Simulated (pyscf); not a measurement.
A first-order saddle from PySCF, ωB97X-D3(BJ)/def2-SVP:

```
As
H 1 1.5155
H 1 1.8553 2 77.82
H 3 1.0367 1 94.04 2 -80.18
H 4 1.0367 3 115.30 1 -5.24
Ge 1 2.4759 2 90.42 3 151.12
H 6 1.5392 1 111.03 2 179.97
H 6 1.5407 7 108.31 1 -121.41
H 6 1.5407 7 108.31 8 -117.17
```
Charge 0, spin multiplicity 1.

Surface: singlet, charge 0. Lowest wavenumbers (cm⁻¹): 2181i, 95, 241, 251, 280.

Task: Which two sides does it connect, and which bonds change?

Result: `[GeH3][AsH2]` + `[H][H]` <-> `[GeH3][AsH2]` + `[H][H]`, a four-centre exchange read from left to right: As–H, H–H broken and As–H, H–H formed. At ωB97M-D3(BJ)/def2-TZVP it lies +74.1 kcal/mol from the left side and +74.1 kcal/mol from the right (each side as separated species at their lowest minima found). From the product side, GeH₃• + AsH₂• + H₂ lies, by one bond made or cut, 12.3 kcal/mol under this saddle at ωB97M-D3(BJ)/def2-TZVP. The same reactants have a lower exit, to GeH₃• + AsH₂• + H₂ (no saddle counted: cutting one bond costs +61.8 kcal/mol at ωB97M-D3(BJ)/def2-TZVP, against +74.1 kcal/mol here). This is the saddle that the search found; another between the same sides may lie lower. Elements up to Kr have no core potential and no relativistic terms here.
